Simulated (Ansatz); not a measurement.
The same path of C$_{2}$H$_{2}$F$_{2}$O (7 atoms, charge 0, multiplicity 1) was run twice with different band settings. The coordinate that changes most is the dihedral O1–C2–C3–F5.

Computed with Ansatz 0.2.0, RKS B3LYP-D4/def2-SVP.

Relaxed end points:

```xyz
7
Properties=species:S:1:pos:R:3
O -1.365 0.328 0.437
C -0.012 0.326 0.262
C 0.602 -0.657 -0.398
F -0.002 -1.670 -0.986
F 1.918 -0.743 -0.506
H -1.681 1.240 0.423
H 0.602 1.107 0.722
```

```xyz
7
Properties=species:S:1:pos:R:3
O -1.365 0.328 0.438
C -0.012 0.327 0.262
C 0.602 -0.657 -0.398
F 1.918 -0.744 -0.506
F -0.002 -1.669 -0.987
H -1.681 1.240 0.421
H 0.602 1.106 0.723
```

Common settings: movable images 5; climbing image yes; spring 5.0 eV/Å²; optimiser quadratic models (default); start path through a guess of the saddle point; iteration limit 60; end points relaxed.

| run | force threshold |
| --- | --- |
| 1 | 0.05 eV/Å |
| 2 | 0.5 eV/Å |

Problem. What does each run give, and how far can it be trusted?

Solution. Run 1: converged after 48 iterations, highest image 3.469 eV above the first end. Neighbouring images differ by up to 2.7 eV, so the band resolves the path poorly. A vibrational analysis at the climbing image gives one clearly imaginary mode, 432i cm⁻¹: a first-order saddle point.
Run 2: converged after 33 iterations, highest image 3.887 eV above the first end. The threshold of 0.5 eV/Å is loose, so the images may lie well off the minimum-energy path. Neighbouring images differ by up to 2.4 eV, so the band resolves the path poorly. The order of the stationary point at the top wasn't checked.
